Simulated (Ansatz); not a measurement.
Ideal-gas functions of `C[NH][AlH2]` at 500 K and 1 bar, from an Ansatz frequency run at PBE0-D4/def2-TZVP.

Molar mass 59.05 g/mol, point group Cs (symmetry number 1), electronic degeneracy 1, moments of inertia 13.951, 98.813, 109.606 u Å². Harmonic wavenumbers (cm⁻¹, unscaled): 179, 218, 268, 537, 566, 594, 712, 783, 1083, 1141, 1157, 1398, 1457, 1486, 1514, 1930, 1937, 3008, 3054, 3105, 3600.

Use S(trans) = R[1.5 ln M + 2.5 ln T − 1.1517]; rotational temperatures θ = 24.2544 K / I; S(rot) = R[ln(√π/σ · √(T³/θAθBθC)) + 1.5]; for each mode x = 1.438777 ν̃/T, S = R[x/(eˣ − 1) − ln(1 − e⁻ˣ)] and H = RT x/(eˣ − 1); 1 cm⁻¹ = 0.0119627 kJ/mol; R = 8.31446 J/(mol·K).

Task: By hand: the entropy, in J/(mol·K).

Result: Translation 170.5. Rotation: θ = 1.7385, 0.2455, 0.2213 K, giving 104.5. Vibration, mode by mode: 13.92, 12.33, 10.68, 5.48, 5.12, 4.80, 3.67, 3.12, 1.58, 1.38, 1.33, 0.76, 0.66, 0.62, 0.58, 0.21, 0.21, 0.01, 0.01, 0.01, 0.00, in all 66.5. Electronic 0.0. Sum 341.5 J/(mol·K).

Task: By hand: H − E and G − E in kJ/mol, counted from the electronic energy.

Result: Zero-point energy ½ × 29727 × 0.0119627 = 177.8; thermal vibration 19.2; translation, rotation and pV give 4 RT = 16.6. H − E = 213.6 kJ/mol, and G − E = 213.6 − 500 × 341.5/1000 = 42.9 kJ/mol.

Vibration gives 19 % of the entropy.
